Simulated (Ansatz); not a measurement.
Basis-set extrapolation for CCl₃F (`FC(Cl)(Cl)Cl`) (PBE0-D4/def2-TZVP geometry, frozen core, Ansatz). Multiplicity 1, RHF reference.

```
                       def2-TZVPP    def2-QZVPP
                 HF  -1515.867734  -1515.911742
    MP2 correlation     -0.980783     -1.075753
CCSD(T) correlation     -1.066398       not run
```

Energies in hartree. Use E(X) = E(∞) + A·exp(−7.88·√X) for Hartree–Fock and E(X) = E(∞) + B·X^(−2.97) for correlation, with X = 3 and 4, and add CCSD(T) minus MP2 of the smaller set to the MP2 limit.

**Question.** What is the CCSD(T) energy at the basis-set limit?

**Answer.** HF limit: -1515.911742 + (-0.044008) × 0.13774 = -1515.91780. MP2 limit: -1.075753 + (-0.094970) × 0.74074 = -1.14610. Higher-order term: -1.066398 − (-0.980783) = -0.08561. Total: -1517.14951 hartree, 565.5 kJ/mol below CCSD(T)/def2-TZVPP.
